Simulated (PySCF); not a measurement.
Geometries of 2 isomers of [C3H4NS]- (charge -1), from PBE0-D3(BJ)/def2-SVP geometry optimisation, gas phase in PySCF. One conformer each, no zero-point energy, no frequencies.

Question: Which is lower in electronic energy at this level?
A.
```xyz
9
angstrom
N      2.634    0.620   -0.814
C      1.635    0.115   -0.504
C      0.351   -0.459   -0.112
C     -0.789    0.559    0.114
S     -2.302   -0.291    0.587
H      0.470   -1.041    0.817
H      0.013   -1.177   -0.877
H     -0.890    1.148   -0.822
H     -0.433    1.283    0.877
```
B.
```xyz
9
angstrom
C      1.765    0.013   -0.480
N      0.571    0.389   -0.206
C     -0.467   -0.487   -0.170
C     -1.783   -0.155    0.114
S     -2.523    1.317    0.485
H      2.035   -1.044   -0.705
H      2.583    0.748   -0.501
H     -0.250   -1.554   -0.386
H     -2.441   -1.047    0.081
```

Answer: A. That is `N#CCC[S-]`, 13.2 kcal/mol below the other.

| SMILES | atoms numbered as above | E (Eh) | relative (kcal/mol) | relative (kJ/mol) | dipole about centre of mass (D) |
| --- | --- | --- | --- | --- | --- |
| N#CCC[S-] | [N:1]#[C:2][CH2:3][CH2:4][S-:5] | -569.08961 | 0.0 | 0.0 | 3.40 |
| C=N/C=C\[S-] | [CH2:1]=[N:2]/[CH:3]=[CH:4]\[S-:5] | -569.06864 | 13.2 | 55.0 | 2.99 |
